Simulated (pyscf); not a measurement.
# Four-centre exchange: F–B(F)–F (SMILES FB(F)F) + HCl (SMILES Cl) -> F–Cl (SMILES FCl) + F–BH–F (SMILES FBF)

Gas phase, singlet surface, charge 0. Bonds broken: F1–B2, Cl5–H6. Bonds formed: F1–Cl5, B2–H6. PySCF, gas phase, ωB97X-D3(BJ)/def2-SVP geometries. Correlated levels are frozen-core, on RHF or UHF. ΔMP2 is the change of the MP2 total energy from the triple- to the quadruple-zeta basis.

Transition state (Å):

```xyz
6

F      0.8793     0.3510    -0.9817
B     -0.2107     0.5780     0.1324
F      0.2873     1.4280     1.0326
F     -1.3670     0.8723    -0.4673
Cl     1.0687    -1.5821    -0.6818
H     -0.1536    -0.6722     0.5263
```

One imaginary mode, 1065i cm⁻¹; descent along it reached the two sides named.

| bond | change | reactant side (Å) | saddle | product side |
|---|---|---|---|---|
| F1–B2 | breaks | 1.317 | 1.575 | 2.524 |
| Cl5–H6 | breaks | 1.285 | 1.945 | 3.2 |
| F1–Cl5 | forms | 3.3 | 1.965 | 1.650 |
| B2–H6 | forms | 3.1 | 1.312 | 1.202 |

Electronic energies relative to the separated reactants (kcal/mol):

```json
[
 {"level": "ωB97X-D3(BJ)/def2-TZVP", "barrier": "143.0", "reaction energy": "+101.6", "reverse barrier": "41.4"},
 {"level": "PBE/def2-TZVP", "barrier": "121.9", "reaction energy": "+97.4", "reverse barrier": "24.5"},
 {"level": "r²SCAN/def2-TZVP", "barrier": "131.6", "reaction energy": "+104.0", "reverse barrier": "27.5"},
 {"level": "B3LYP-D3(BJ)/def2-TZVP", "barrier": "134.5", "reaction energy": "+100.3", "reverse barrier": "34.1"},
 {"level": "PBE0-D3(BJ)/def2-TZVP", "barrier": "137.5", "reaction energy": "+102.9", "reverse barrier": "34.6"},
 {"level": "M06-2X/def2-TZVP", "barrier": "147.0", "reaction energy": "+105.0", "reverse barrier": "42.0"},
 {"level": "ωB97M-D3(BJ)/def2-TZVP", "barrier": "141.8", "reaction energy": "+102.5", "reverse barrier": "39.3"},
 {"level": "HF/def2-TZVP", "barrier": "177.0", "reaction energy": "+110.7", "reverse barrier": "66.4"},
 {"level": "MP2/def2-QZVPP", "barrier": "153.2", "reaction energy": "+108.5", "reverse barrier": "44.7"},
 {"level": "CCSD/def2-TZVPP", "barrier": "152.6", "reaction energy": "+106.9", "reverse barrier": "45.7"},
 {"level": "CCSD(T)/def2-TZVPP", "barrier": "144.6", "reaction energy": "+105.5", "reverse barrier": "39.1"},
 {"level": "CCSD(T)/def2-TZVPP + ΔMP2(QZVPP)", "barrier": "144.8", "reaction energy": "+104.8", "reverse barrier": "40.0"}
]
```

With CCSD(T)/def2-TZVPP + ΔMP2(QZVPP) energies and thermal terms (ideal gas, 1 atm, RRHO with modes under 100 cm⁻¹ raised to 100, one conformer, R ln 2 for rigid chiral ones), in kcal/mol:

```csv
T (K),ΔH‡,ΔG‡,ΔH,ΔG
298,143.8,152.9,+104.9,+103.4
600,143.9,162.1,+104.6,+102.0
900,144.3,171.2,+104.5,+100.7
1200,144.7,180.1,+104.5,+99.5
```

The same reactants have a lower exit, to Cl• + H• + F–B(F)–F (no saddle counted: cutting one bond costs +106.1 kcal/mol at ωB97M-D3(BJ), against +141.8 kcal/mol here). This is the saddle that the search found; another between the same sides may lie lower. One closed-shell reference is unstable to symmetry breaking; treat the single-reference values with care. The CCSD(T) − MP2 part came from Ansatz, without density fitting, on the same reference.
